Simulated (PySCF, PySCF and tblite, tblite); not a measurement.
# C₃H₇NS: a path driven as rotation about a bond, and NMR exchange

Aim: the barrier and rate of rotation about a bond in C₃H₇NS (`CN(C)C=S`), and what it does to NMR lines.

Computed with tblite 0.8.0 (tight binding) and PySCF 2.14.0 (DFT, with response routines of our own); each step states its level. Atoms count from 0 throughout.

## 1. The molecule as given

12 atoms, charge 0, multiplicity 1; geometry from: force field or distance geometry start.

Bonds of the start (Å): C0–H5 1.09, C0–H6 1.10, C0–H7 1.10, C0–N1 1.44, C2–H10 1.10, C2–H8 1.10, C2–H9 1.08, C3–H11 1.11, C3–S4 1.67, N1–C2 1.45, N1–C3 1.39.

## 2. GFN2-xTB relaxation, start minimum

What the job is given:

```
{"job": {"xc": "GFN2-xTB", "basis": "xTB", "kind": "relax"}, "charge": 0, "multiplicity": 1}
C     -1.010000    -0.887500    -0.326000
N      0.106600    -0.077000     0.102800
C     -0.119300     1.350100     0.228900
C      1.376300    -0.648900     0.138000
S      2.840900     0.106600     0.392300
H     -0.774800    -1.950000    -0.343000
H     -1.300300    -0.569200    -1.338600
H     -1.851100    -0.719900     0.362800
H     -1.066700     1.515100     0.756400
H      0.662700     1.860100     0.779000
H     -0.199300     1.772900    -0.783600
H      1.336200    -1.753100     0.005100
```

Command:

```
$ OMP_NUM_THREADS=1 python ens_run.py task.json out
```

One launch serves the whole session.

Standard output:

```text
step      E/eV     max force
  0    -439.34692    2.671
  1    -439.45191    0.881
  2    -439.47914    0.381
  3    -439.49329    0.299
  4    -439.49973    0.279
  5    -439.50870    0.236
  6    -439.51413    0.194
  7    -439.52043    0.183
  8    -439.52352    0.153
  9    -439.52586    0.148
 10    -439.52838    0.154
 11    -439.53163    0.169
 12    -439.53444    0.147
 13    -439.53613    0.080
 14    -439.53708    0.076
 15    -439.53783    0.066
 16    -439.53832    0.051
 17    -439.53854    0.032
 18    -439.53865    0.031
 19    -439.53878    0.034
 20    -439.53894    0.034
 21    -439.53911    0.033
 22    -439.53928    0.038
 23    -439.53953    0.051
 24    -439.53993    0.060
 25    -439.54047    0.062
 26    -439.54089    0.044
 27    -439.54109    0.027
 28    -439.54121    0.030
 29    -439.54134    0.033
 30    -439.54150    0.030
 31    -439.54162    0.030
 32    -439.54172    0.028
 33    -439.54182    0.030
 34    -439.54201    0.043
 35    -439.54233    0.059
 36    -439.54278    0.069
 37    -439.54325    0.064
 38    -439.54373    0.051
 39    -439.54421    0.058
 40    -439.54461    0.055
 41    -439.54492    0.042
 42    -439.54514    0.032
 43    -439.54528    0.033
 44    -439.54541    0.037
 45    -439.54558    0.040
 46    -439.54584    0.047
 47    -439.54616    0.059
 48    -439.54664    0.085
 49    -439.54706    0.058
 50    -439.54738    0.033
 51    -439.54746    0.028
 52    -439.54763    0.024
 53    -439.54767    0.016
 54    -439.54769    0.010
 55    -439.54770    0.009
 56    -439.54771    0.007
 57    -439.54771    0.006
 58    -439.54772    0.006
 59    -439.54772    0.006
 60    -439.54774    0.009
 61    -439.54775    0.009
 62    -439.54776    0.007
 63    -439.54776    0.007
 64    -439.54777    0.007
 65    -439.54778    0.007
 66    -439.54779    0.007
 67    -439.54779    0.005
 68    -439.54779    0.005
 69    -439.54780    0.005
 70    -439.54780    0.008
 71    -439.54782    0.012
 72    -439.54783    0.014
 73    -439.54786    0.017
 74    -439.54789    0.020
 75    -439.54793    0.021
 76    -439.54798    0.022
 77    -439.54802    0.018
 78    -439.54804    0.009
 79    -439.54804    0.004
 80    -439.54805    0.004
 81    -439.54805    0.004
 82    -439.54805    0.002
```

Wall time 0.23 s (1 thread of Intel Xeon 6975P-C, shared host).

The energy fell by 0.201 eV, and the atoms moved 0.19 Å (root mean square).

## 3. Relaxed scan, rotation

What the job is given:

```
{"job": {"xc": "GFN2-xTB", "basis": "xTB", "coordinate": [["t", [4, 3, 1, 0], 0.25], ["t", [4, 3, 1, 2], 0.25], ["t", [11, 3, 1, 0], 0.25], ["t", [11, 3, 1, 2], 0.25]], "kind": "drive"}, "charge": 0, "multiplicity": 1}
C     -1.014815    -0.870872    -0.372022
N      0.131161    -0.091618     0.014808
C     -0.095623     1.321430     0.172662
C      1.328596    -0.637387     0.216247
S      2.690088     0.154625     0.656674
H     -0.744755    -1.920611    -0.465345
H     -1.403833    -0.518532    -1.331226
H     -1.806219    -0.773776     0.376157
H     -0.847713     1.499922     0.944163
H      0.841384     1.792767     0.464596
H     -0.443564     1.756106    -0.766876
H      1.366490    -1.712739     0.064136
```

Standard output:

```text
point  coordinate     E/eV
  0    -75.900     -439.50107
  1    -61.700     -439.36351
  2    -47.200     -439.15451
  3    -32.400     -438.88774
  4    -16.500     -438.65871
  5     -0.000     -438.55768
  6     16.500     -438.65738
  7     32.300     -438.88956
  8     47.200     -439.14799
  9     61.600     -439.35908
 10     75.800     -439.48876
 11     90.000     -439.54499
```

Run time: 1.2 s. Hardware: 1 thread of Intel Xeon 6975P-C, shared host.

The highest point is number 5, 21.8 kcal/mol above the first.

## 4. Nudged elastic band, leg 1

Changed since step 3:

```diff
@@ -1,2 +1,2 @@
-{"job": {"xc": "GFN2-xTB", "basis": "xTB", "coordinate": [["t", [4, 3, 1, 0], 0.25], ["t", [4, 3, 1, 2], 0.25], ["t", [11, 3, 1, 0], 0.25], ["t", [11, 3, 1, 2], 0.25]], "kind": "drive"}, "charge": 0, "multiplicity": 1}
+{"job": {"xc": "GFN2-xTB", "basis": "xTB", "kind": "neb"}, "charge": 0, "multiplicity": 1}
 C     -1.014815    -0.870872    -0.372022
```

Standard output:

```text
image   E - E0 / eV
  0       0.0000
  1       0.1107
  2       0.6008
  3       0.9879
  4       0.4669
  5       0.0457
  6       0.0000
```

Wall time 1.5 s (1 thread of Intel Xeon 6975P-C, shared host).

The highest point is number 3, 22.8 kcal/mol above the first.

## 5. Saddle search, leg 1

What the job is given:

```
{"job": {"xc": "GFN2-xTB", "basis": "xTB", "kind": "saddle"}, "charge": 0, "multiplicity": 1}
C     -1.006092    -0.853588    -0.235534
N      0.200774    -0.071694    -0.468827
C     -0.000386     1.330129    -0.127746
C      1.308142    -0.614457     0.207057
S      1.492532    -0.724178     1.810540
H     -0.824482    -1.886354    -0.529015
H     -1.803213    -0.444464    -0.853552
H     -1.319501    -0.832725     0.817220
H     -0.336137     1.470309     0.907658
H      0.937752     1.863986    -0.271142
H     -0.746376     1.739738    -0.806823
H      2.096986    -0.976703    -0.449834
```

Standard output:

```text
step      E/eV     max force
  0    -438.56013   0.0524
  1    -438.55987   0.0908
  2    -438.56020   0.0179
  3    -438.56027   0.0014
lowest wavenumbers (cm-1): -304.4 196.3 204.5 241.9 262.7 379.9
```

Wall time 0.87 s (1 thread of Intel Xeon 6975P-C, shared host).

Point group Cs; 1 imaginary mode, 304i cm⁻¹, carried by H11, C3, S4, C2. Steps downhill from it reached both ends.

## 6. Saddle search, other pyramid

What the job is given:

```
{"job": {"xc": "GFN2-xTB", "basis": "xTB", "kind": "saddle"}, "charge": 0, "multiplicity": 1}
C      0.575897     1.121647    -1.216357
N      0.203467    -0.071133    -0.467467
C     -0.433593    -1.062959    -1.323474
C      1.305088    -0.613837     0.218645
S      1.455991    -0.762426     1.822528
H      1.019923     1.842681    -0.531526
H     -0.328175     1.551386    -1.643900
H      1.290540     0.907652    -2.022046
H      0.221439    -1.400543    -2.137477
H     -0.715807    -1.922222    -0.716773
H     -1.332830    -0.619605    -1.747299
H      2.110625    -0.953952    -0.429809
```

Standard output:

```text
step      E/eV     max force
  0    -438.50953   0.5731
  1    -438.53218   0.0181
  2    -438.53224   0.0081
  3    -438.53224   0.0000
lowest wavenumbers (cm-1): -261.7 200.5 204.8 249.1 260.0 349.3
```

Run time: 0.78 s. Hardware: 1 thread of Intel Xeon 6975P-C, shared host.

Point group Cs; 1 imaginary mode, 262i cm⁻¹, carried by H11, C3, S4. Steps downhill from it reached both ends.

## 7. Shieldings, start: PBE0/pcSseg-1

What the job is given:

```
{"job": {"kind": "nmr", "xc": "PBE0", "basis": "pcSseg-1", "pop": false}, "charge": 0, "multiplicity": 1}
C     -1.014815    -0.870872    -0.372022
N      0.131161    -0.091618     0.014808
C     -0.095623     1.321430     0.172662
C      1.328596    -0.637387     0.216247
S      2.690088     0.154625     0.656674
H     -0.744755    -1.920611    -0.465345
H     -1.403833    -0.518532    -1.331226
H     -1.806219    -0.773776     0.376157
H     -0.847713     1.499922     0.944163
H      0.841384     1.792767     0.464596
H     -0.443564     1.756106    -0.766876
H      1.366490    -1.712739     0.064136
```

Standard output:

```text
coarse grid: 10288 points
cycle   1  E = -570.9996058245  dE =  6.131e-01  |g| = 3.857e-01  |ddm| = 3.001e+00
cycle   2  E = -570.8741128936  dE =  1.255e-01  |g| = 7.967e-01  |ddm| = 1.526e+00
cycle   3  E = -571.0486084637  dE = -1.745e-01  |g| = 9.680e-02  |ddm| = 9.806e-01
cycle   4  E = -571.0508710742  dE = -2.263e-03  |g| = 3.138e-02  |ddm| = 1.235e-01
cycle   5  E = -571.0511289402  dE = -2.579e-04  |g| = 4.548e-03  |ddm| = 3.666e-02
cycle   6  E = -571.0511332619  dE = -4.322e-06  |g| = 2.238e-03  |ddm| = 7.523e-03
final grid: 93968 points
cycle   7  E = -571.0810639467  dE = -1.354e-05  |g| = 1.052e-02  |ddm| = 2.205e-02
cycle   8  E = -571.0809986460  dE =  6.530e-05  |g| = 1.828e-02  |ddm| = 2.996e-02
cycle   9  E = -571.0810914025  dE = -9.276e-05  |g| = 2.893e-03  |ddm| = 2.246e-02
cycle  10  E = -571.0810932752  dE = -1.873e-06  |g| = 3.136e-04  |ddm| = 2.259e-03
cycle  11  E = -571.0810932948  dE = -1.959e-08  |g| = 1.383e-04  |ddm| = 4.267e-04
cycle  12  E = -571.0810932991  dE = -4.297e-09  |g| = 4.277e-05  |ddm| = 1.292e-04
cycle  13  E = -571.0810932995  dE = -4.788e-10  |g| = 7.130e-06  |ddm| = 5.499e-05
converged SCF energy = -571.0810932995

GIAO shielding tensors (ppm)
atom      isotropic    diamagn.    paramagn.     s11        s22        s33       span
  0 C      142.693     246.627    -103.934    116.728    124.908    186.443     69.715
  1 N      105.701     330.181    -224.480    -40.413    170.767    186.750    227.163
  2 C      152.056     246.978     -94.922    124.930    148.922    182.316     57.386
  3 C       -8.168     252.765    -260.934   -149.181     20.060    104.616    253.798
  4 S      194.715    1056.782    -862.067   -275.894    151.272    708.766    984.660
  5 H       28.449      30.284      -1.834     24.964     27.327     33.057      8.093
  6 H       28.621      29.794      -1.173     24.769     26.355     34.739      9.970
  7 H       28.622      29.799      -1.177     24.770     26.356     34.739      9.970
  8 H       29.431      29.978      -0.547     24.875     27.336     36.081     11.205
  9 H       25.821      29.252      -3.431     19.439     27.892     30.133     10.695
 10 H       29.430      29.972      -0.543     24.874     27.334     36.080     11.206
 11 H       22.645      30.032      -7.387     18.491     19.834     29.610     11.119
```

It took 6.8 s on 1 thread of Intel Xeon 6975P-C, shared host; peak memory 0.6 GiB.

In short: HOMO -5.96 eV, LUMO -0.67 eV; dipole 5.05 D.

## 8. Shieldings, saddle of leg 1: PBE0/pcSseg-1

What the job is given:

```
{"job": {"kind": "nmr", "xc": "PBE0", "basis": "pcSseg-1", "pop": false}, "charge": 0, "multiplicity": 1}
C     -1.004982    -0.852055    -0.239267
N      0.203467    -0.071133    -0.467467
C      0.004536     1.332537    -0.132133
C      1.305088    -0.613837     0.218645
S      1.455991    -0.762426     1.822528
H     -0.816921    -1.884481    -0.530421
H     -1.796066    -0.446690    -0.867502
H     -1.329259    -0.830371     0.809550
H     -0.264917     1.480169     0.922016
H      0.923277     1.878220    -0.342392
H     -0.790839     1.724019    -0.763747
H      2.110625    -0.953952    -0.429809
```

Standard output:

```text
coarse grid: 10288 points
cycle   1  E = -570.9734419785  dE =  5.243e-01  |g| = 3.382e-01  |ddm| = 3.028e+00
cycle   2  E = -570.9196342936  dE =  5.381e-02  |g| = 5.784e-01  |ddm| = 8.443e-01
cycle   3  E = -571.0035923779  dE = -8.396e-02  |g| = 1.099e-01  |ddm| = 5.887e-01
cycle   4  E = -571.0064147977  dE = -2.822e-03  |g| = 4.335e-02  |ddm| = 1.498e-01
cycle   5  E = -571.0068821239  dE = -4.673e-04  |g| = 9.486e-03  |ddm| = 4.826e-02
cycle   6  E = -571.0069001661  dE = -1.804e-05  |g| = 2.809e-03  |ddm| = 1.012e-02
cycle   7  E = -571.0069016074  dE = -1.441e-06  |g| = 7.393e-04  |ddm| = 2.326e-03
final grid: 93968 points
cycle   8  E = -571.0376561565  dE = -1.322e-05  |g| = 1.007e-02  |ddm| = 2.228e-02
cycle   9  E = -571.0375856493  dE =  7.051e-05  |g| = 1.866e-02  |ddm| = 2.660e-02
cycle  10  E = -571.0376809785  dE = -9.533e-05  |g| = 2.787e-03  |ddm| = 2.025e-02
cycle  11  E = -571.0376829743  dE = -1.996e-06  |g| = 1.738e-04  |ddm| = 2.335e-03
cycle  12  E = -571.0376829829  dE = -8.563e-09  |g| = 5.073e-05  |ddm| = 3.172e-04
cycle  13  E = -571.0376829834  dE = -4.879e-10  |g| = 2.738e-05  |ddm| = 7.128e-05
converged SCF energy = -571.0376829834

GIAO shielding tensors (ppm)
atom      isotropic    diamagn.    paramagn.     s11        s22        s33       span
  0 C      138.183     247.405    -109.222    102.935    130.584    181.030     78.095
  1 N      182.309     324.634    -142.326     97.803    191.405    257.718    159.914
  2 C      138.175     247.408    -109.233    102.945    130.560    181.019     78.074
  3 C      -94.952     253.661    -348.613   -308.610    -80.237    103.991    412.601
  4 S     -566.153    1056.611   -1622.764  -1816.488   -690.711    808.740   2625.228
  5 H       29.272      30.009      -0.737     24.820     27.085     35.912     11.091
  6 H       29.175      30.356      -1.181     25.803     27.113     34.610      8.807
  7 H       28.992      30.286      -1.295     25.023     28.291     33.661      8.639
  8 H       28.993      30.288      -1.295     25.029     28.287     33.664      8.635
  9 H       29.273      30.012      -0.738     24.830     27.082     35.908     11.079
 10 H       29.176      30.354      -1.178     25.797     27.112     34.619      8.822
 11 H       20.103      29.255      -9.152     16.972     17.174     26.164      9.192
```

Run time: 8.8 s. Hardware: 1 thread of Intel Xeon 6975P-C, shared host; peak memory 0.61 GiB.

In short: HOMO -6.71 eV, LUMO -2.36 eV; dipole 1.71 D.

The fields below are evaluated on a grid from the run's orbitals.

Frontier orbitals at PBE0/pcSseg-1, with the share of their density that lies nearest to each atom:

```csv
orbital,energy (eV),lies on
HOMO,-6.71,N1 46 %; S4 33 %
LUMO,-2.36,S4 42 %; C3 40 %; H11 8 %
```

ELF in a plane through or near 8 of the atoms.

Ten even steps from ' ' (0.00) to '@' (1.00):
```
                                                        
                                                        
                                                        
                                                        
                                                        
                ..::::--==++++==--::::..                
                  ::==++**....**++==::                  
                    ::====--..++==::                    
          **%%%%++::  ..++%%%%++..  ::++%%%%**          
        --@@@@@@@@%%--==**++++**==--%%@@@@@@@@--        
        ==@@@@@@@@%%::++@@****%%++::%%@@@@@@@@==        
        ..**##%%##==--::**====**::..==##%%##**..        
            ..--**%%@@@@**    **%%@@%%**--..            
              ++@@@@@@@@@@    @@@@@@@@@@**              
              **@@@@@@@@%%    %%@@@@@@@@**              
                --**##++::    ::++##**--                
                                                        
                                                        
                                                        
                                                        
```
The map spans 9.4 Å across and 9.4 Å up, centred on the molecule. Atoms in the plane (x, y in Å): C0 (1.2, -0.6), N1 (0.0, 0.1), C2 (-1.2, -0.6), C3 (0.0, 1.4), H5 (2.1, -0.1), H6 (1.2, -1.6), H9 (-2.1, -0.1), H10 (-1.2, -1.6).

On the surface of density 0.002 e/bohr³ the electrostatic potential runs, from the 1st to the 99th percentile, from -1.06 V near N1 to 0.88 V near H11.

## 9. Single-point energy: PBE0/pcSseg-1

What the job is given:

```
{"job": {"kind": "sp", "xc": "PBE0", "basis": "pcSseg-1", "pop": false}, "charge": 0, "multiplicity": 1}
C      0.574456     1.122902    -1.204819
N      0.196964    -0.068533    -0.462106
C     -0.435385    -1.063986    -1.312307
C      1.316580    -0.617422     0.186523
S      1.427110    -0.746994     1.784661
H      1.003571     1.847327    -0.514430
H     -0.323633     1.549245    -1.648027
H      1.303255     0.913350    -2.002655
H      0.226790    -1.418055    -2.117157
H     -0.733074    -1.913164    -0.699230
H     -1.325686    -0.620885    -1.754814
H      2.141617    -0.967096    -0.450595
```

Standard output:

```text
coarse grid: 10288 points
cycle   1  E = -570.9711231706  dE =  5.348e-01  |g| = 3.500e-01  |ddm| = 3.046e+00
cycle   2  E = -570.9191552675  dE =  5.197e-02  |g| = 5.803e-01  |ddm| = 9.305e-01
cycle   3  E = -571.0038287695  dE = -8.467e-02  |g| = 1.114e-01  |ddm| = 6.243e-01
cycle   4  E = -571.0067857580  dE = -2.957e-03  |g| = 4.131e-02  |ddm| = 1.488e-01
cycle   5  E = -571.0072005908  dE = -4.148e-04  |g| = 1.112e-02  |ddm| = 4.649e-02
cycle   6  E = -571.0072252517  dE = -2.466e-05  |g| = 2.559e-03  |ddm| = 9.959e-03
cycle   7  E = -571.0072264064  dE = -1.155e-06  |g| = 7.521e-04  |ddm| = 2.165e-03
final grid: 93968 points
cycle   8  E = -571.0379041832  dE = -1.002e-05  |g| = 1.047e-02  |ddm| = 2.112e-02
cycle   9  E = -571.0378314929  dE =  7.269e-05  |g| = 1.917e-02  |ddm| = 2.770e-02
cycle  10  E = -571.0379313653  dE = -9.987e-05  |g| = 2.709e-03  |ddm| = 2.055e-02
cycle  11  E = -571.0379332495  dE = -1.884e-06  |g| = 1.720e-04  |ddm| = 2.318e-03
cycle  12  E = -571.0379332565  dE = -6.969e-09  |g| = 6.645e-05  |ddm| = 2.652e-04
cycle  13  E = -571.0379332572  dE = -7.009e-10  |g| = 3.191e-05  |ddm| = 6.499e-05
cycle  14  E = -571.0379332575  dE = -2.377e-10  |g| = 4.869e-06  |ddm| = 3.523e-05
converged SCF energy = -571.0379332575
```

It took 3.6 s on 1 thread of Intel Xeon 6975P-C, shared host; peak memory 0.55 GiB.

This run: HOMO -6.57 eV, LUMO -2.22 eV; dipole 2.87 D.

## 10. The path in numbers

What the job is given:

```
{"job": {"smiles": "CN(C)C=S", "charge": 0, "mult": 1, "motion": "rotation", "what": "amide", "atoms": [3, 1], "drives": [{"terms": [["t", [4, 3, 1, 0], 0.25], ["t", [4, 3, 1, 2], 0.25], ["t", [11, 3, 1, 0], 0.25], ["t", [11, 3, 1, 2], 0.25]], "by": 180, "n": 12}], "flip": [3, 1], "study": "path", "level": {"kind": "nmr", "xc": "PBE0", "basis": "pcSseg-1"}, "fields": [60, 360, 400], "first": 3, "seed": 182, "kind": "path"}, "charge": 0, "multiplicity": 1}
C     -1.014815    -0.870872    -0.372022
N      0.131161    -0.091618     0.014808
C     -0.095623     1.321430     0.172662
C      1.328596    -0.637387     0.216247
S      2.690088     0.154625     0.656674
H     -0.744755    -1.920611    -0.465345
H     -1.403833    -0.518532    -1.331226
H     -1.806219    -0.773776     0.376157
H     -0.847713     1.499922     0.944163
H      0.841384     1.792767     0.464596
H     -0.443564     1.756106    -0.766876
H      1.366490    -1.712739     0.064136
```

Standard output:

```text
stationary points (kcal/mol above the start)
  n  kind          group   xTB      DFT    lowest mode
  0  minimum      Cs       0.00     0.00      99.7
  1  saddle       Cs      22.78    26.98    -304.4
  2  saddle       Cs      23.43    27.08    -261.7
  3  minimum      Cs       0.00     0.00     100.1

GFN2-xTB energies: T/K, barrier G, reaction G (kcal/mol), k forward, k back (1/s)
 150.00    22.25     0.00   3.14e-20   3.16e-20
 200.00    22.37     0.00   4.28e-12    4.3e-12
 250.00    22.51     0.00   3.37e-07   3.38e-07
 298.15    22.65     0.00   0.000501   0.000502
 350.00    22.81     0.00       0.14       0.14
 400.00    22.97     0.00       8.14       8.15
 500.00    23.31     0.00   2.46e+03   2.46e+03

PBE0/pcSseg-1 + D3(BJ) energies: T/K, barrier G, reaction G (kcal/mol), k forward, k back (1/s)
 150.00    26.24     0.00   5.43e-26   5.45e-26
 200.00    26.35     0.00    2.1e-16    2.1e-16
 250.00    26.47     0.00   1.22e-10   1.22e-10
 298.15    26.59     0.00   6.58e-07   6.59e-07
 350.00    26.73     0.00   0.000495   0.000496
 400.00    26.87     0.00     0.0585     0.0586
 500.00    27.16     0.00       47.7       47.7
```

Wall time 25 s (1 thread of Intel Xeon 6975P-C, shared host); peak memory 0.61 GiB. This counts the whole study up to here.

Barriers by level (kcal/mol; entropies in cal/(mol K)). Zero-point and thermal terms come from xTB in every row. ΔG‡ leaves symmetry out; the rate counts equivalent paths (a factor of 2) and all 2 saddles; effective ΔG‡, where given, is the barrier that would give that rate by Eyring's equation alone:

```csv
level,ΔE‡,with zero-point,ΔH‡,ΔS‡,ΔG‡ (298 K),ΔE of reaction,k at 298 K (1/s),effective ΔG‡
GFN2-xTB,22.78,22.03,21.53,-3.7,22.65,0.00,0.0005,21.96
PBE0/pcSseg-1 + D3(BJ),27.08,26.05,25.59,-3.3,26.59,0.00,6.6e-07,25.89
```

Sites that the driver pairs across this motion, and where their lines would merge (no couplings; faster rotations, inversion at nitrogen or exchange between molecules can average them sooner):

```csv
nucleus,sites: shielding (ppm),proton frequency (MHz),spread (Hz),coalescence (K),lines at 298 K
¹³C,C0: 142.7; C2: 152.1,60,141,538,2
¹³C,C0: 142.7; C2: 152.1,360,848,579,2
¹³C,C0: 142.7; C2: 152.1,400,942,582,2
¹H,"H5, H6, H7: 28.56; H8, H9, H10: 28.23",60,20,498,2
¹H,"H5, H6, H7: 28.56; H8, H9, H10: 28.23",360,121,534,2
¹H,"H5, H6, H7: 28.56; H8, H9, H10: 28.23",400,135,537,2
```

[end of part 1 of 2]
